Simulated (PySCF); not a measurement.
**Question.** Give a GFN2-xTB geometry of InChI=1S/C2H4F3N/c3-2(4,5)1-6/h1,6H2.

**Answer.** 
Z-matrix in Å and degrees, rows numbered from 1:
```
N 
C   1  1.4450
C   2  1.5233  1  109.13
F   3  1.3425  2  111.79  1    60.16
F   3  1.3435  2  111.27  1   178.93
F   3  1.3337  2  113.33  1   -60.70
H   1  1.0117  2  110.91  3   177.66
H   1  1.0140  2  111.16  3   -61.30
H   2  1.1043  1  115.54  3   119.75
H   2  1.0934  1  109.20  3  -117.20
```

N1 (primary amine nitrogen) is pyramidal (angles 111.2°, 110.9° and 108.7°, sum 330.8°, 0.36 Å off the plane of its three neighbours). Of the pairs four or more bonds apart, F4···H8 is among the closest relative to their van der Waals radii: 2.53 Å, 95 % of the sum of Bondi's values.

Computed geometry: GFN2-xTB, gas phase.

No GFN2-xTB frequencies stand behind this structure, so it isn't proved a minimum. The numbers are those of one conformer (H–N1–C2–C3 178° and -61°).
